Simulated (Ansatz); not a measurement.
Consider the atomization: `[AlH2][S][SiH3]` → Al• + 5 H• + S• + Si•.

Isolated molecules relaxed with PBE0-D4/def2-TZVP in Ansatz; ΔE leaves out vibrations. CBS: MP2 limit from def2 TZ/QZ plus the TZ coupled-cluster correction, frozen cores. This one scheme is used for every species, atoms too. DFT in def2-TZVPP. No spin–orbit coupling; open shells (•) take unrestricted orbitals. Spin–orbit coupling would lower the free atoms: a little for Al, S, Si.

Q: What is ΔE at CCSD(T)/CBS? (Estimate.)

A: Computed: +23.40 eV.

Q: What do these levels give: LDA (SPW92), PBE0-D4, BHLYP, SCS-MP2/def2-TZVPP, CCSD/def2-TZVPP, SCS-MP2/def2-QZVPP? (An estimate is asked.)

A: Ansatz gave: LDA (SPW92) 25.47, PBE0-D4 22.92, BHLYP 22.76, SCS-MP2/def2-TZVPP 22.88, CCSD/def2-TZVPP 22.49, SCS-MP2/def2-QZVPP 23.33 eV.

Largest T1 diagnostic among the species: 0.018.

At CCSD(T), def2-SVP lies −1.74 eV from the extrapolated value and def2-TZVPP −0.67 eV: correlation converges slowly with the basis, and small sets miss more of it in the bonded molecule than in its fragments. From BLYP to BHLYP (50 % exact exchange), in def2-TZVPP and without D4, ΔE moves by +0.30 eV.

For atomizations the MP2-based limit and the directly extrapolated one differ by several kJ/mol either way, and by 10 to 25 for some Ge, Se and Sn compounds, so smaller differences from it don't rank the levels.
